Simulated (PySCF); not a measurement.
**(CH3)2CF2: calculation against experiment**

**Measured values to compare with.**

From NIST CCCBDB Release 22 (SRD 101), experimental dipoles, for the gas: dipole moment (microwave Stark effect, vibrational ground state) 2.4 D.

How close the calculation comes is told at the end.

(CH3)2CF2, C3H6F2.
Numbering: `[CH3:1][C:2]([CH3:3])([F:4])[F:5]` (hydrogens: H6, H7, H8 on C1; H9, H10, H11 on C3)

Geometry (GFN2-xTB, Å), atoms numbered from 1 in this order:
```
atom  x, y, z in Å
C1     1.292   -0.195   -0.045
C2    -0.031    0.544    0.042
C3    -1.261   -0.344   -0.004
F4    -0.100    1.468   -0.967
F5    -0.056    1.294    1.188
H6     1.342   -0.740   -0.983
H7     1.380   -0.886    0.788
H8     2.109    0.522   -0.004
H9    -1.239   -1.038    0.831
H10   -1.278   -0.895   -0.939
H11   -2.154    0.273    0.066
```

Runs made with PySCF (gas phase, on this GFN2-xTB geometry; no spin–orbit coupling):

| level | job | basis functions | wall time |
| --- | --- | --- | --- |
| PBE0/pcSseg-1 | shieldings, charges and field gradients | 115 | 9.0 s |
| B3LYP/pcJ-1 | spin–spin couplings from 11 perturbed nuclei, spin–dipole term for 2 of them | 195 | 22 s |

Hardware: one thread, Arm Neoverse V1 (shared host).

## Comparison

**Dipole moment.** Measured: 2.4 D (NIST CCCBDB Release 22 (SRD 101), experimental dipoles).

```
        level  computed (D)  computed − measured (D)  % (from the printed values)
PBE0/pcSseg-1          2.40                     0.00                            0
  B3LYP/pcJ-1          2.37                    -0.03                           -1
```

Closest is PBE0/pcSseg-1 (0.00 D), furthest B3LYP/pcJ-1 (-0.03 D); one molecule doesn't rank methods. The computed dipoles belong to one fixed geometry; measured ones are averaged over vibrations unless marked μe. Magnitudes are compared, not signs.

No measured geometry was used, and the causes of the misses weren't examined.
